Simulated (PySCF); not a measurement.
Structure from 2D NMR

Compound of formula C₃H₅N. Correlations simulated from computed shifts and couplings:

HSQC (one-bond C–H):
```csv
δH,δC,"¹J(C,H) (Hz)"
2.23,11.8,140
1.32,14.0,137
```

COSY cross peaks (|J| ≥ 2 Hz):
```csv
δH,δH,abs. J (Hz),bonds
2.23,1.32,8.3,3
```

HMBC (two and three bonds, |J| ≥ 2.5 Hz):
```csv
δH,δC [abs. J in Hz]
2.23,"124.7 [9.7], 14.0 [4.8]"
1.32,"124.7 [6.8], 11.8 [3.5]"
```

Carbons without hydrogens: δ 124.7.

A single conformation, rapidly exchanging positions averaged, non-relativistic Hamiltonian, gas phase. Structure optimised with GFN2-xTB; GIAO PBE0/pcSseg-1 shieldings; J: B3LYP/pcJ-1; PySCF.

δ = σ(ref) − σ, references computed at the same level: ¹H (31.72 ppm) and ¹³C (186.93 ppm) against TMS.

Exchangeable hydrogens are left out of these lists, and C,H couplings along chains are those of one rotamer, so weak HMBC peaks may be missing or extra.

Problem. Work out the connectivity.

Solution. propionitrile.

Mapped SMILES: `[CH3:1][CH2:2][C:3]#[N:4]`. Each H is labelled by its parent atom.

1. δC 124.7 is C3, a nitrile carbon.
2. δC 14.0 is C1, a methyl carbon (δH 1.32).
3. δC 11.8 is C2, an sp3 CH2 α to a nitrile (δH 2.23).
4. HMBC from δH 2.23 reaches the proton-free carbon C3.
5. HMBC from δH 1.32 reaches the proton-free carbon C3.
6. COSY links 2.23–1.32.

Unscaled 3J(H,H) at this level run about 10 % above measured values. Shifts are as computed. Against solution values, carbons near 30 ppm lie about +3 ppm off and those near 130 ppm about +5 ppm. Of 1211 compounds with measured shifts, 218 miss one by over three times the rms of a fit or turn the order of signals round; such compounds aren't used in these exercises.
